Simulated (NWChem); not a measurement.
# doublet C2H2S+ at 6 levels

Aim: a comparison of 6 runs (U-revPBE/def2-SVPD, UPBE/def2-SVPD, UB3LYP/def2-SVPD, UBHLYP/def2-SVPD, USVWN5/def2-SVPD, UTPSS/def2-SVPD) of doublet C2H2S+. 

Program for the calculation: NWChem 7.3.0.

## (1) Starting point

C2H2S+ has 5 atoms, charge +1, and is taken as a doublet. As SMILES of the parent species, `C#CS`. The coordinates come from a PBE0-D4/def2-TZVP relaxation. That shape belongs to the parent species and isn't relaxed for this state.

Bond lengths: C1–C2 1.204 Å, C2–S3 1.679 Å, C1–H4 1.064 Å, S3–H5 1.346 Å. Angles: C1–C2–S3 175.2°, C2–C1–H4 179.3°, C2–S3–H5 96.7°.

## (2) The energy at U-revPBE/def2-SVPD (run 1)

File run.py:

```python
from ase import Atoms
from ase.calculators.nwchem import NWChem

atoms = Atoms(['C', 'C', 'S', 'H', 'H'], positions=[
    [-1.196800, -0.342000, 0.001900],
    [0.000700, -0.223700, 0.026100],
    [1.678900, -0.197600, 0.083400],
    [-2.256800, -0.433400, -0.021800],
    [1.823900, 1.123100, -0.131000],
])

calc = NWChem(
    label='c2h2s',
    theory='dft',
    memory='2200 mb',
    basis='def2-SVPD',
    basispar='spherical bse',
    charge=1,
    dft={'xc': 'revpbe cpbe96', 'mult': '2', 'grid': 'xfine', 'convergence': 'energy 1e-08', 'iterations': '100', 'mulliken': None, 'print': 'low'},
    task='energy',
)
atoms.calc = calc

print(f"energy = {atoms.get_potential_energy():.6f} eV")
```

Run with:

```sh
$ export ASE_NWCHEM_COMMAND="nwchem PREFIX.nwi > PREFIX.nwo"
$ python run.py
```

The log of the run:

```text
energy = -12923.240025 eV
```

The calculator wrote c2h2s.nwi:

```
title "c2h2s"

permanent_dir c2h2s

scratch_dir c2h2s

start c2h2s

geometry units angstrom nocenter noautosym noautoz
  C  -1.1968000000000001e+00 -3.4200000000000003e-01 1.9000000000000000e-03
  C  6.9999999999999999e-04 -2.2370000000000001e-01 2.6100000000000002e-02
  S  1.6789000000000001e+00 -1.9760000000000000e-01 8.3400000000000002e-02
  H  -2.2568000000000001e+00 -4.3340000000000001e-01 -2.1800000000000000e-02
  H  1.8239000000000001e+00 1.1231000000000000e+00 -1.3100000000000001e-01
end

charge 1

memory 2200 mb

basis spherical bse noprint
   * library def2-SVPD
end

dft
  xc revpbe cpbe96
  mult 2
  grid xfine
  convergence energy 1e-08
  iterations 100
  mulliken
  print low
end

task dft energy
```

c2h2s.nwo:

```text
Northwest Computational Chemistry Package (NWChem) 7.3.0
             --------------------------------------------------------

           Job information
           ---------------

    nwchem branch   = 7.3.0
    use scalapack   = T
    input           = c2h2s.nwi
    prefix          = c2h2s.
    data base       = c2h2s/c2h2s.db
    status          = startup
    nproc           =        1

           Memory information
           ------------------

    heap     =     72089598 doubles =      550.0 Mbytes
    stack    =     72089595 doubles =      550.0 Mbytes
    global   =    144179200 doubles =     1100.0 Mbytes (distinct from heap & stack)
    total    =    288358393 doubles =     2200.0 Mbytes
    verify   = yes
    hardfail = no

[... 37 lines left out ...]
            Nuclear Dipole moment (a.u.)
[... 79 lines left out ...]
   convergence    iter        energy       DeltaE   RMS-Dens  Diis-err    time
[... 13 lines left out ...]
         Total DFT energy =     -474.920315107611
      One electron energy =     -800.816382559101
           Coulomb energy =      283.674775169448
    Exchange-Corr. energy =      -36.778095015991
 Nuclear repulsion energy =       78.999387298033
[... 41 lines left out ...]
     ------------------------------------------
      Spin Density - Lowdin Population Analysis
     ------------------------------------------

    Atom       Charge   Shell Charges
 -----------   ------   -------------------------------------------------------
    1 C    6     0.35   0.00  0.01  0.00 -0.00  0.26  0.09 -0.00 -0.01
    2 C    6     0.15  -0.00 -0.00 -0.00 -0.00  0.03 -0.00  0.02  0.11
    3 S   16     0.47   0.00  0.00  0.00  0.00 -0.00  0.02  0.24  0.20  0.00 -0.00  0.01
    4 H    1     0.01  -0.01 -0.00  0.01  0.02
    5 H    1     0.01  -0.01 -0.00  0.01  0.02

     --------------------------
     Expectation value of S2:
     --------------------------
      <S2> =      0.7564 (Exact =     0.7500)

 Task  times  cpu:       56.7s     wall:       56.7s
 Total times  cpu:       56.8s     wall:       56.8s
```

Run time: 58 s. Hardware: 1 thread of Intel Xeon Platinum 8259CL at 2.50GHz (Skylake/Cascade Lake), shared host; peak memory 0.13 GiB.

## (3) The energy at UPBE/def2-SVPD (run 2)

File c2h2s.nw:

```
start c2h2s
title "C2H2S PBE"
memory total 2200 mb
charge 1

geometry noautosym nocenter noautoz
 C       -1.196800      -0.342000       0.001900
 C        0.000700      -0.223700       0.026100
 S        1.678900      -0.197600       0.083400
 H       -2.256800      -0.433400      -0.021800
 H        1.823900       1.123100      -0.131000
end

basis spherical bse
 * library def2-SVPD
end

dft
 xc xpbe96 cpbe96
 mult 2
 grid xfine
 convergence energy 1e-08
 iterations 100
 mulliken
 print low
end

task dft
```

Run with:

```sh
$ nwchem c2h2s.nw > c2h2s.out
```

The log of the run:

```text
[...]
 d= 0,ls=0.0,diis     1   -474.6508158152 -5.54D+02  1.63D-02  2.75D-01     4.2
[...]
 d= 0,ls=0.0,diis    14   -474.7351669673 -2.11D-09  3.88D-07  1.12D-10    58.9
[...]
         Total DFT energy =     -474.735166967274
      One electron energy =     -800.811164956297
           Coulomb energy =      283.663232502831
    Exchange-Corr. energy =      -36.586621811840
 Nuclear repulsion energy =       78.999387298033
[...]
      Total Density - Mulliken Population Analysis
     ---------------------------------------------
    Atom       Charge   Shell Charges
 -----------   ------   -------------------------------------------------------
    1 C    6     6.69   1.98  0.99  1.66  0.05  1.97  0.08  0.02 -0.07
    2 C    6     4.64   1.98  0.98 -0.43 -0.42  2.07  0.51  0.03 -0.09
    3 S   16    16.05   2.00  1.98  1.37  0.48  0.03  5.92  1.77  2.24  0.11  0.09  0.05
    4 H    1     1.00   0.72  0.29  0.03 -0.04
    5 H    1     0.63   0.69 -0.08  0.03 -0.01
[...]
      <S2> =      0.7557 (Exact =     0.7500)
[...]
```

Run time: 60 s. Hardware: 1 thread of Intel Xeon Platinum 8259CL at 2.50GHz (Skylake/Cascade Lake), shared host; peak memory 0.12 GiB.

## (4) The energy at UB3LYP/def2-SVPD (run 3)

File run.py:

```python
from ase import Atoms
from ase.calculators.nwchem import NWChem

system = Atoms(['C', 'C', 'S', 'H', 'H'], positions=[
    [-1.196800, -0.342000, 0.001900],
    [0.000700, -0.223700, 0.026100],
    [1.678900, -0.197600, 0.083400],
    [-2.256800, -0.433400, -0.021800],
    [1.823900, 1.123100, -0.131000],
])

calc = NWChem(
    label='work',
    theory='dft',
    memory='2200 mb',
    basis='def2-SVPD',
    basispar='spherical bse',
    charge=1,
    dft={'xc': 'b3lyp', 'mult': '2', 'grid': 'xfine', 'convergence': 'energy 1e-08', 'iterations': '100', 'mulliken': None},
    task='energy',
)
system.calc = calc

e = system.get_potential_energy()
print(f"E = {e:.6f} eV")
```

Run with:

```sh
$ export ASE_NWCHEM_COMMAND="nwchem PREFIX.nwi > PREFIX.nwo"
$ python run.py
```

The log of the run:

```text
E = -12926.044094 eV
```

The calculator wrote work.nwi:

```
title "work"

permanent_dir work

scratch_dir work

start work

geometry units angstrom nocenter noautosym noautoz
  C  -1.1968000000000001e+00 -3.4200000000000003e-01 1.9000000000000000e-03
  C  6.9999999999999999e-04 -2.2370000000000001e-01 2.6100000000000002e-02
  S  1.6789000000000001e+00 -1.9760000000000000e-01 8.3400000000000002e-02
  H  -2.2568000000000001e+00 -4.3340000000000001e-01 -2.1800000000000000e-02
  H  1.8239000000000001e+00 1.1231000000000000e+00 -1.3100000000000001e-01
end

charge 1

memory 2200 mb

basis spherical bse noprint
   * library def2-SVPD
end

dft
  xc b3lyp
  mult 2
  grid xfine
  convergence energy 1e-08
  iterations 100
  mulliken
end

task dft energy
```

work.nwo:

```text
Northwest Computational Chemistry Package (NWChem) 7.3.0
             --------------------------------------------------------

           Job information
           ---------------

    nwchem branch   = 7.3.0
    use scalapack   = T
    input           = work.nwi
    prefix          = work.
    data base       = work/work.db
    status          = startup
    nproc           =        1

           Memory information
           ------------------

    heap     =     72089598 doubles =      550.0 Mbytes
    stack    =     72089595 doubles =      550.0 Mbytes
    global   =    144179200 doubles =     1100.0 Mbytes (distinct from heap & stack)
    total    =    288358393 doubles =     2200.0 Mbytes
    verify   = yes
    hardfail = no

[... 95 lines left out ...]
  convergence criterion.
[... 17 lines left out ...]
          Convergence on gradient requested:  5.00D-04
[... 26 lines left out ...]
          Convergence aids based upon iterative change in
[... 30 lines left out ...]
 1-e energy   =    -780.244789
[... 60 lines left out ...]
         Total DFT energy =     -475.023362750733
[... 2 lines left out ...]
    Exchange-Corr. energy =      -36.882012711440
[... 601 lines left out ...]
                     DFT Final Beta Molecular Orbital Analysis
[... 683 lines left out ...]
 center of mass
 --------------
 x =   1.26731073 y =  -0.40445390 z =   0.09282719

 moments of inertia (a.u.)
 ------------------
           7.731812542460         -20.270926298364          -8.385480200892
         -20.270926298364         320.760439668045           0.478013797604
          -8.385480200892           0.478013797604         327.717668084476

     Multipole analysis of the density
     ---------------------------------

     L   x y z        total         alpha         beta         nuclear
     -   - - -        -----         -----         ----         -------
     0   0 0 0      1.000000    -15.000000    -14.000000     30.000000

     1   1 0 0      0.843782    -18.149458    -17.389466     36.382705
[... 8 lines of this table left out ...]
     2   0 0 2    -16.670846     -9.694963     -7.450956      0.475073

 Task  times  cpu:       58.7s     wall:       58.7s
 Total times  cpu:       58.7s     wall:       58.7s
```

It took 60 s on 1 thread of Intel Xeon Platinum 8259CL at 2.50GHz (Skylake/Cascade Lake), shared host; peak memory 0.13 GiB.

Runs 4 to 5 aren't shown in full; the table further down has their settings and results.

## (5) A single-point energy at UTPSS/def2-SVPD (run 6)

File job.nw:

```
start job
title "C2H2S energy"
memory stack 880 mb heap 220 mb global 1100 mb
charge 1
geometry units angstrom noautosym nocenter noautoz
 C    -1.196800   -0.342000    0.001900
 C     0.000700   -0.223700    0.026100
 S     1.678900   -0.197600    0.083400
 H    -2.256800   -0.433400   -0.021800
 H     1.823900    1.123100   -0.131000
end
basis spherical bse
 C library def2-SVPD
 S library def2-SVPD
 H library def2-SVPD
end
dft
 xc xtpss03 ctpss03
 mult 2
 grid xfine
 convergence energy 1e-08
 iterations 100
 mulliken
end
task dft
```

Run with:

```sh
$ nwchem job.nw > job.out
```

The log of the run:

```text
[...]
          Wavefunction type:  spin polarized.
          No. of atoms     :     5
          No. of electrons :    29
[...]
          Charge           :     1
          Spin multiplicity:     2
[...]
          AO basis - number of functions:    83
[...]
              XC Information
              --------------
                  TPSS metaGGA Exchange Functional  1.000
             TPSS03 metaGGA Correlation Functional  1.000
[...]
 d= 0,ls=0.0,diis     1   -474.9655130570 -5.54D+02  1.51D-02  2.48D-01     5.8
[...]
 d= 0,ls=0.0,diis    14   -475.0485878628 -7.18D-09  3.91D-07  1.80D-10    78.1
[...]
         Total DFT energy =     -475.048587862770
      One electron energy =     -800.824410700241
           Coulomb energy =      283.691279824431
    Exchange-Corr. energy =      -36.914844284994
 Nuclear repulsion energy =       78.999387298033
[...]
      Total Density - Mulliken Population Analysis
     ---------------------------------------------
    Atom       Charge   Shell Charges
 -----------   ------   -------------------------------------------------------
    1 C    6     6.69   1.99  0.98  1.61  0.07  1.95  0.15  0.03 -0.08
    2 C    6     4.70   1.99  0.97 -0.39 -0.39  2.06  0.55  0.03 -0.11
    3 S   16    16.09   2.00  1.98  1.35  0.52  0.02  5.92  1.76  2.28  0.11  0.10  0.04
    4 H    1     0.91   0.73  0.21  0.03 -0.05
    5 H    1     0.60   0.70 -0.11  0.03 -0.02
[...]
      <S2> =      0.7587 (Exact =     0.7500)
[...]
```

Wall time 79 s (1 thread of Intel Xeon Platinum 8259CL at 2.50GHz (Skylake/Cascade Lake), shared host); peak memory 0.12 GiB.

## (6) The series

| run | level | energy (Eh) | ⟨S²⟩ | wall time |
| --- | --- | --- | --- | --- |
| 1 | U-revPBE/def2-SVPD | -474.920315 | 0.756 | 58 s |
| 2 | UPBE/def2-SVPD | -474.735167 | 0.756 | 60 s |
| 3 | UB3LYP/def2-SVPD | -475.023363 | 0.761 | 60 s |
| 4 | UBHLYP/def2-SVPD | -474.952699 | 0.778 | 66 s |
| 5 | USVWN5/def2-SVPD | -472.912070 | 0.753 | 24 s |
| 6 | UTPSS/def2-SVPD | -475.048588 | 0.759 | 79 s |

## (7) Results

| quantity | value |
| --- | --- |
| run 6: total energy | -475.04859 Eh |
| run 6: HOMO energy (highest over α and β) | -13.89 eV |
| run 6: LUMO energy (lowest over α and β) | -12.50 eV |
| run 6: ⟨S²⟩ | 0.759 |

What this shows: Totals of different functionals can't be ranked against each other. All runs together took 5.8 min, the longest 79 s.
